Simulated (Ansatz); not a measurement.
**Si3N4 (P31c, No. 159)**

These are r²SCAN (Ansatz, a quantum-chemistry and plane-wave program, PAW) values and carry that method's errors.

Numerical settings: plane-wave cutoff 600 eV, 6×6×8 k mesh (along the axes of the cell as run), finite displacements, scalar-relativistic PAW data made under PBE.

Cell: relaxed at this level.

| Quantity | Result |
|---|---|
| high-frequency dielectric constant (mean over three axes) | 4.02 |
| static dielectric constant (mean over three axes) | 7.70 |

Note: the relaxation could not lower the start's symmetry, so the cell can be a saddle point above a distorted one.
